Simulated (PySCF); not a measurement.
C₄H₈F₂.
SMILES with atom numbers: `[CH3:1][CH2:2][C@H:3]([F:4])[CH2:5][F:6]` (hydrogens: H7, H8, H9 on C1; H10, H11 on C2; H12 on C3; H13, H14 on C5)

Geometry (GFN2-xTB, Å), atoms numbered from 1 in this order:
```
atom  x, y, z in Å
C1    -1.944   -0.169    0.292
C2    -0.510   -0.352    0.777
C3     0.494    0.285   -0.177
F4     0.470   -0.374   -1.391
C5     1.931    0.207    0.342
F6     2.067    1.002    1.448
H7    -2.057   -0.588   -0.704
H8    -2.635   -0.674    0.961
H9    -2.206    0.886    0.257
H10   -0.379    0.109    1.757
H11   -0.282   -1.417    0.862
H12    0.227    1.328   -0.389
H13    2.634    0.571   -0.414
H14    2.188   -0.815    0.636
```

A PySCF run (density fitting, gas phase, GFN2-xTB geometry) gave HOMO -7.48 eV, LUMO 0.81 eV, dipole 0.52 D and E = -356.669 Eh.

Problem. Which of these levels was it?
A. B97-D/pcSseg-1
B. PBE0/3-21G
C. B3LYP/def2-SVPD
D. LC-wPBE/pcSseg-1
E. PBE0/pcSseg-1

Solution. A. It is B97-D/pcSseg-1. All candidates on this geometry:

| level and settings | kind | basis functions | SCF cycles | E (Eh) | HOMO (eV) | LUMO (eV) | dipole (D) |
| --- | --- | --- | --- | --- | --- | --- | --- |
| B97-D/pcSseg-1 | GGA | 142 | 14 | -356.6685 | -7.48 | 0.81 | 0.52 |
| B3LYP/def2-SVPD | global hybrid | 190 | 12 | -356.6848 | -8.99 | 0.55 | 0.63 |
| PBE0/pcSseg-1 | global hybrid | 142 | 12 | -356.5055 | -9.08 | 1.66 | 0.54 |
| PBE0/3-21G | global hybrid | 70 | 12 | -354.5975 | -8.50 | 2.84 | 0.50 |
| LC-wPBE/pcSseg-1, grid level 1 | range-separated hybrid | 142 | 10 | -356.6922 | -11.85 | 3.89 | 0.53 |

The nearest other candidate, by the summed differences of HOMO and LUMO, is B3LYP/def2-SVPD: its HOMO differs by -1.51 eV and its LUMO by -0.26 eV. B97-D ran without the empirical dispersion term, which would shift the total energy alone. Cycle counts include a coarse-grid stage where the run had one.
